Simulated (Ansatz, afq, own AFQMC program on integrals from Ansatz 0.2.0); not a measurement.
# AlSiH, singlet: AFQMC among the cluster methods

```xyz
3

Si    0.0000   -0.0736    1.5271
Al    0.0000    0.0225   -1.6365
H     0.0000    1.4474    1.2560
```

Connectivity, by distances: SiH ··· Al.

Basis 6-31G. Only valence electrons are correlated. AFQMC by an in-house program on the Cholesky factors that Ansatz 0.2.0 writes for its CCSD(T) run. ph-AFQMC/CISD is guided by a CISD state made of CCSD amplitudes; releasing the constraint for a short imaginary time cuts its bias at the price of noise, slowly where states lie close. Error bars are statistical, one sigma.

Determinant: RHF, the one that the program's search chose, which needn't be the lowest solution. The geometry is a point of a scan.

Full CI on the same integrals is exact in this basis and with this determinant's frozen core.

Cautions: higher spins were not checked; restricted determinant unstable towards unrestricted (UHF 336 meV lower, ⟨S²⟩ 1.06); the released energies are still falling, so no released level is given (meV from the phaseless value at times in 1/Eh: -2.0 ± 2.2 at 0.24, -2.2 ± 1.7 at 0.51, -5.7 ± 1.6 at 0.99, -6.3 ± 1.5 at 1.62, -8.9 ± 2.2 at 2.40); CCSDTQ on the UHF determinant differs (255 meV lower), perhaps since the unrestricted series falls towards higher spin.

```
T1 diagnostic                               : 0.0192
weight of the determinant in the CISD state : 0.859
size of the correlated space                : 8 electrons in 18 orbitals
```

```
  level  correlation energy (eV)
    MP2                  -1.8114
   CCSD                  -2.7060
CCSD(T)                  -2.7512
```

Q: Estimate where phaseless AFQMC with the Hartree–Fock trial lies against CCSD(T) on the same integrals.

A: 0.54 ± 0.80 mEh below CCSD(T). The gap is under twice the noise, so this walk alone can't tell the two apart.

Reference: full CI, correlation energy -2.777 eV.

```tsv
level	E − E(reference) (mEh)	share of correlation (%)
CCSD(T)	0.94	99.08
CCSDT	0.36	99.65
CCSDT(Q)	0.11	99.89
CCSDTQ	0.01	99.99
ph-AFQMC/HF	0.40 ± 0.80	99.61
ph-AFQMC/CISD	0.63 ± 0.10	99.38
```

CCSDT and higher add their correlation energy to the determinant of the CCSD(T) run, since their own runs factorise the integrals more tightly (a shift of under 2 meV). A walk keeps the symmetry of its determinant, which the program's search chose and which needn't be the lowest solution, so a lower state of the same spin and another symmetry isn't excluded.
